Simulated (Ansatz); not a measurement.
AlSiH4Cl, closed shell: a relaxation.

Input (in.yaml):

```yaml
crystal:
  periodic: [false, false, false]
  atoms:
    - {symbol: Al, position_ang: [-1.288214, 0.357086, 0.276215]}
    - {symbol: Si, position_ang: [0.996696, 0.276275, -0.135737]}
    - {symbol: H, position_ang: [-0.672101, -0.985847, -0.046244]}
    - {symbol: Cl, position_ang: [-3.278979, -0.088626, 0.772777]}
    - {symbol: H, position_ang: [1.462304, -0.728844, 0.866265]}
    - {symbol: H, position_ang: [1.851443, 1.469935, -0.172735]}
    - {symbol: H, position_ang: [0.928950, -0.299978, -1.560541]}
basis:
  gaussian: {orbitals: def2-TZVP}
hamiltonian: {xc: pbe0, dispersion: d4}
relax: {f_tol: 0.005, max_steps: 200}
```

Command:

```bash
ansatz run in.yaml --threads 2 --pin off --events-out ev --progress --plain --max-ram 4352MiB
```

What Ansatz 0.2.0 printed:

```
Functional definition: PBE0
  name "PBE0"
  cite "Adamo & Barone, J. Chem. Phys. 110, 6158 (1999) doi:10.1063/1.478522"
  cite "Perdew, Burke & Ernzerhof, Phys. Rev. Lett. 77, 3865 (1996) doi:10.1103/PhysRevLett.77.3865"
  parent pbe
  parameter a = 0.25
  parameter kappa = 0.804
  parameter beta = 0.06672455060314922
  exchange = (1 - a)*pbe_x(kappa = kappa, mu = beta*pi^2/3) + a*exact_x
  correlation = pbe_c(beta = beta)
991 factors; their error is unknown
mean field evaluation 1: about -27050.5212 eV, gradient 2.0e1 eV
mean field evaluation 2: about -27050.8696 eV, gradient 1.9e1 eV
mean field evaluation 4: about -27052.1019 eV, gradient 8.5e-1 eV
mean field evaluation 8: about -27052.1860 eV, gradient 1.2e-1 eV
mean field evaluation 16: about -27052.1860 eV, gradient 3.6e-5 eV
mean field -27052.18597272 eV, -994.1494978673 hartree, gradient 3.6e-5 eV, S^2 0.000000; 0 other end points of the search recorded, 0 dependent functions left out
the calculation of the forces begins
reference -27052.18600519 eV, -994.1494990605 hartree; 24, 24 occupied and 111, 111 virtual orbitals, 991 factors
relax step   1: F+E_penalty+E_count = -27052.30213846 eV  Δ(F+E_penalty+E_count) = +0.000e0 eV  max|allowed force component| = 2.079e0 eV/Å  Δτ_max = 0.0000 Å  (25 SCF iters, accepted)
relax step   2: F+E_penalty+E_count = -27052.82130556 eV  Δ(F+E_penalty+E_count) = -5.192e-1 eV  max|allowed force component| = 8.614e-1 eV/Å  Δτ_max = 0.1949 Å  (28 SCF iters, accepted)
relax step   3: F+E_penalty+E_count = -27053.22562750 eV  Δ(F+E_penalty+E_count) = -4.043e-1 eV  max|allowed force component| = 8.057e-1 eV/Å  Δτ_max = 0.1951 Å  (26 SCF iters, accepted)
relax step   4: F+E_penalty+E_count = -27053.49788088 eV  Δ(F+E_penalty+E_count) = -2.723e-1 eV  max|allowed force component| = 5.021e-1 eV/Å  Δτ_max = 0.1957 Å  (26 SCF iters, accepted)
relax step   5: F+E_penalty+E_count = -27053.70011329 eV  Δ(F+E_penalty+E_count) = -2.022e-1 eV  max|allowed force component| = 3.854e-1 eV/Å  Δτ_max = 0.1996 Å  (25 SCF iters, accepted)
relax step   6: F+E_penalty+E_count = -27053.86143067 eV  Δ(F+E_penalty+E_count) = -1.613e-1 eV  max|allowed force component| = 2.829e-1 eV/Å  Δτ_max = 0.1949 Å  (26 SCF iters, accepted)
relax step   7: F+E_penalty+E_count = -27053.98436227 eV  Δ(F+E_penalty+E_count) = -1.229e-1 eV  max|allowed force component| = 3.897e-1 eV/Å  Δτ_max = 0.1938 Å  (25 SCF iters, accepted)
relax step   8: F+E_penalty+E_count = -27054.07568953 eV  Δ(F+E_penalty+E_count) = -9.133e-2 eV  max|allowed force component| = 1.833e-1 eV/Å  Δτ_max = 0.2000 Å  (25 SCF iters, accepted)
relax step   9: F+E_penalty+E_count = -27054.12585343 eV  Δ(F+E_penalty+E_count) = -5.016e-2 eV  max|allowed force component| = 9.509e-2 eV/Å  Δτ_max = 0.1998 Å  (25 SCF iters, accepted)
relax step  10: F+E_penalty+E_count = -27054.13226660 eV  Δ(F+E_penalty+E_count) = -6.413e-3 eV  max|allowed force component| = 2.596e-2 eV/Å  Δτ_max = 0.0735 Å  (23 SCF iters, accepted)
relax step  11: F+E_penalty+E_count = -27054.13270344 eV  Δ(F+E_penalty+E_count) = -4.368e-4 eV  max|allowed force component| = 2.637e-2 eV/Å  Δτ_max = 0.0486 Å  (23 SCF iters, accepted)
relax step  12: F+E_penalty+E_count = -27054.13307785 eV  Δ(F+E_penalty+E_count) = -3.744e-4 eV  max|allowed force component| = 4.032e-3 eV/Å  Δτ_max = 0.0155 Å  (25 SCF iters, accepted)
Total energy: -27054.13311231 eV, -994.2210539275 hartree
Atom 0 at    -1.238675    -0.517957     0.177648 Å, force    -0.002077     0.000464    -0.003609 eV/Å
Atom 1 at     1.041416     0.296753    -0.176842 Å, force    -0.000425    -0.000345     0.001394 eV/Å
Atom 2 at    -1.726114    -2.010552    -0.008806 Å, force     0.004032     0.002062     0.001092 eV/Å
Atom 3 at    -2.702396     0.866778     0.781841 Å, force     0.001450    -0.000375     0.000689 eV/Å
Atom 4 at     1.987624    -0.408744     0.734333 Å, force    -0.001093    -0.000025    -0.000313 eV/Å
Atom 5 at     1.158796     1.759531     0.065596 Å, force    -0.000181    -0.001151    -0.000052 eV/Å
Atom 6 at     1.479448     0.014192    -1.573770 Å, force    -0.001705    -0.000631     0.000798 eV/Å
Dipole moment:     0.191319    -0.149071    -0.072334 e Å

[the SCF lines of later steps are left out]
```

The lines “mean field evaluation” count trial sets of orbitals through the whole run, from several starts and some on an approximate energy, so they need not fall steadily or lie above the final value.

Hardware: 2 CPU threads of an Arm Neoverse V1, shared host. Wall time about 31 s.
